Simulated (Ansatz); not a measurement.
# LiC+ (triplet): from Hartree-Fock to the top rungs at distance C1–Li2 = 3.668 Å, aug-cc-pVTZ

An exercise on one series of results from a longer session: the logs are not shown, and one member is left open.

Program: Ansatz 0.2.0, Gaussian basis. Level of theory: aug-cc-pVTZ, core rule «outside noble gas», up to 2 orbitals frozen. These are calculated values, not measurements.

To be run: UHF; CCSD(T) on ROHF; CCSD(T) on UHF; BCCD(T) on ROHF; CCSDT(Q) on ROHF; CCSDT(Q) on UHF; Full CI.

39 further runs of the same task are left out: 19 for a known fault of the program, 15 that didn't finish, 5 set aside as unsound or not needed.

## The system

The geometry derives from a PBE0/def2-TZVP stationary point (not a proven minimum). One bond is set to the value named and the two fragments are kept rigid.

2 atoms, charge 1, spin multiplicity 3.

Atoms are counted from 1 here; the program's logs count them from 0.

No contacts short enough for the rule that draws bonds.

The first run:

Input file in.yaml:

```yaml
crystal:
  periodic: [false, false, false]
  atoms:
    - {symbol: C, position_ang: [0.000000, 0.000000, 0.000000]}
    - {symbol: Li, position_ang: [0.000000, 0.000000, 3.668000]}
basis:
  gaussian: {orbitals: aug-cc-pVTZ}
total_charge: 1
magnetization: {spin_polarized: true, initial_magnetization: 2}
hamiltonian: {xc: hf}
output: {orbitals: {seedname: orbitals}}
```

Command:

```bash
$ ansatz run in.yaml --threads 1 --pin off --events-out ev --progress --plain --max-ram 2393MiB
```

Steps of the session up to this table: UHF; CCSD(T) on ROHF; CCSD(T) on UHF; BCCD(T) on ROHF; CCSDT(Q) on ROHF; CCSDT(Q) on UHF; Full CI.

One of the session's tables, all rows but one given; the rest of the session is left out.

```
   method  from FCI (meV)
     ROHF         +2593.2
      UHF         +2463.5
     RMP2          +621.1
     UMP2          +617.3
    RCCSD           +77.0
    UCCSD           +72.4
 RCCSD(T)           +14.3
 UCCSD(T)           +12.6
  BCCD(T)           +14.4
   RCCSDT            +0.5
   UCCSDT               ?
RCCSDT(Q)            -0.5
UCCSDT(Q)            -2.3
      FCI               0
```

Q: Estimate the row for UCCSDT from the others.

As computed: from FCI (meV): -1.3. In the column «from FCI (meV)» it lies between UCCSDT(Q) (-2.3) and RCCSDT(Q) (-0.5).

Limits of these values: UCCSDT(Q) falls below full CI: unrestricted runs freeze a spin-polarised core, another one than full CI's, and coupled cluster isn't variational. Levels on UHF freeze UHF's core orbitals, full CI those of ROHF, so the U rows can settle a little off it for that reason alone. Restricted and unrestricted rows rest on different reference determinants; where their highest levels disagree by more than a few hundredths of an eV, they describe different states and don't form one ladder.
